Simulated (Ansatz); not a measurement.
Cohesive energy (eV/atom) of solids drawn from the class of elemental solids other than molecular ones, at two levels: PBE (plane waves, PAW; Ansatz, a first-principles code), and r²SCAN+rVV10 (Ansatz, PAW).

| solid | PBE | r²SCAN+rVV10 | shift (eV/atom) |
|---|---|---|---|
| fcc Cu | 3.52 | 4.13 | +0.61 |
| fcc Ca | 1.91 | 2.21 | +0.30 |
| white tin (β-Sn) | 3.13 | 3.40 | +0.27 |
| fcc Ag | 2.53 | 3.17 | +0.64 |
| body-centred tetragonal In | 2.32 | 2.65 | +0.33 |
| bcc Rb | 0.77 | 0.83 | +0.06 |
| bcc W | 8.40 | 8.40 | 0.00 |
| bcc Ba | 1.88 | 2.23 | +0.35 |

The shifts run from 0.00 eV/atom to +0.64 eV/atom, with a median of +0.32 eV/atom.

Over all 8 rows r²SCAN+rVV10 is the larger in 7.

Ansatz's runs of these crystals have no spin polarisation.

Spin–orbit coupling is left out, also for the solids with elements from indium on (white tin (β-Sn), body-centred tetragonal In, bcc W, bcc Ba); its size isn't shown.

Free atoms are spin-polarised, in the lowest state found; at levels without +SOC their spin–orbit coupling is left out. Each level is taken at its own relaxed cell. Ansatz's density-functional and Hartree–Fock values are scalar-relativistic unless marked +SOC, with PAW data made under PBE.
